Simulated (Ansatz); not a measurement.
# C2HFO: small, medium and large basis sets

One table from this session's results is given with a row withheld; the runs are named, their logs left out.

Computed with Ansatz 0.2.0, Gaussian basis. Level: one geometry, several basis sets.

The runs, in order: PBE0-D4/def2-SVP; ωB97M-V/def2-SVP; PBE0-D4/def2-QZVPP; ωB97M-V/def2-QZVPP; the functionals' def2-TZVPP values are taken from earlier runs.

## Structure used throughout

The geometry comes from an earlier relaxation with PBE0-D4 in a triple-zeta def2 set; it is a stationary point.

SMILES `O=C=CF`, 5 atoms, charge 0, spin multiplicity 1.

Atoms are counted from 1 here; the program's logs count them from 0.

Bond lengths: O1–C2 1.159 Å, C2–C3 1.316 Å, C3–F4 1.346 Å, C3–H5 1.079 Å. Angles: O1–C2–C3 178.0°, C2–C3–F4 120.6°, C2–C3–H5 121.6°, F4–C3–H5 117.8°.

The first run:

The input, in.yaml:

```yaml
crystal:
  periodic: [false, false, false]
  atoms:
    - {symbol: O, position_ang: [0.655559, -1.319672, 1.315604]}
    - {symbol: C, position_ang: [0.280083, -0.546635, 0.538284]}
    - {symbol: C, position_ang: [-0.115043, 0.360843, -0.328898]}
    - {symbol: F, position_ang: [-1.117790, 0.097454, -1.187304]}
    - {symbol: H, position_ang: [0.346992, 1.334409, -0.379084]}
basis:
  gaussian: {orbitals: def2-SVP}
hamiltonian: {xc: pbe0, dispersion: d4}
output: {orbitals: {seedname: orbitals}}
```

Started as:

```
ansatz run in.yaml --threads 2 --pin off --events-out ev --progress --plain --max-ram 4352MiB
```

Steps of the session up to this table: PBE0-D4 in def2-SVP; ωB97M-V in def2-SVP; PBE0-D4 in def2-QZVPP; ωB97M-V in def2-QZVPP.

One table of the session follows, with a row left open; its other results are not shown here.

It belongs to the step «Functionals by basis». 

| functional | basis | HOMO (eV) | LUMO (eV) |
| --- | --- | --- | --- |
| PBE0-D4 | def2-SVP | -6.85 | -1.97 |
| PBE0-D4 | def2-TZVPP | -6.99 | -2.11 |
| PBE0-D4 | def2-QZVPP | -7.03 | -2.16 |
| ωB97M-V | def2-SVP | -9.06 | 0.47 |
| ωB97M-V | def2-TZVPP | -9.23 | 0.26 |
| ωB97M-V | def2-QZVPP | ? | ? |

**Question.** Estimate the row for ωB97M-V, def2-QZVPP.

The run gave: HOMO (eV): -9.27; LUMO (eV): 0.18. In the column «HOMO (eV)» it is the lowest.
